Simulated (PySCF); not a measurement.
Below is a simulated gas-phase C 1s photoelectron spectrum of 1-chloro-3-methoxypropane, `C(COC)CCl`.

Every computed line was given a Gaussian of 1.0 eV full width at half maximum and an area set by the number of equivalent atoms; the highest printed point is 100. Theory: delta-SCF UKS SCAN, pcX-2 on the ionised atom, pcseg-1 elsewhere, spin-free X2C in PySCF.

```csv
binding energy (eV),intensity
289.6,0
289.7,0
289.8,0
289.9,1
290.0,2
290.1,3
290.2,4
290.3,7
290.4,10
290.5,14
290.6,19
290.7,24
290.8,28
290.9,32
291.0,35
291.1,37
291.2,39
291.3,40
291.4,43
291.5,47
291.6,54
291.7,63
291.8,74
291.9,84
292.0,93
292.1,99
292.2,100
292.3,96
292.4,88
292.5,76
292.6,62
292.7,48
292.8,36
292.9,25
293.0,17
293.1,10
293.2,6
293.3,3
293.4,2
293.5,1
293.6,0
293.7,0
```

Task: Count the maxima, the lines and the sites behind this envelope.

Result: The curve has 1 maximum (at 292.2 eV). Under it lie 4 lines from 4 inequivalent carbon sites. At this width some lines have no maximum of their own.

Task: Decompose the envelope and assign each component. Numbering: `[CH3:1][O:2][CH2:3][CH2:4][CH2:5][Cl:6]`.

Result: 
```json
{"position (eV)": "291.06", "relative area": "1", "line": "C 1s", "atoms": "C4", "environment": "chain CH2 carbon"}
{"position (eV)": "292.13", "relative area": "1", "line": "C 1s", "atoms": "C5", "environment": "sp3 C–Cl carbon"}
{"position (eV)": "292.15", "relative area": "1", "line": "C 1s", "atoms": "C3", "environment": "sp3 carbon bound to oxygen"}
{"position (eV)": "292.28", "relative area": "1", "line": "C 1s", "atoms": "C1", "environment": "methoxy carbon"}
```

Task: What are the centre and the root-mean-square width of the whole band?

Result: The area-weighted mean of the lines is 291.90 eV. Their own spread about it is 0.49 eV (rms) and each Gaussian has σ = 1.0/2.355 = 0.42 eV; the variances add, which gives 0.65 eV.

The listed C 1s values span 1.22 eV, from C4 (bonded to 2 C and 2 H) to C1 (bonded to O and 3 H). Summing the Pauling electronegativity differences to the bonded atoms, each weighted by its formal bond order, gives -0.70 for the lowest site and -0.16 for the highest; the largest sum, +0.19, belongs to C3, 0.13 eV below the top. The values 292.13 and 292.15 eV lie too close for their order to be trusted.

Shake-up satellites, vibrational structure and lifetime widths aren't simulated. The structure is a single PBE0-D3(BJ)/def2-SVP conformer in the gas phase; no vibrational or solvent corrections.

The values belong to the conformer `[CH3:1][O:2][CH2:3][CH2:4][CH2:5][Cl:6]`: C1–O2–C3–C4 174°, O2–C3–C4–C5 -60°, C3–C4–C5–Cl6 -65°.
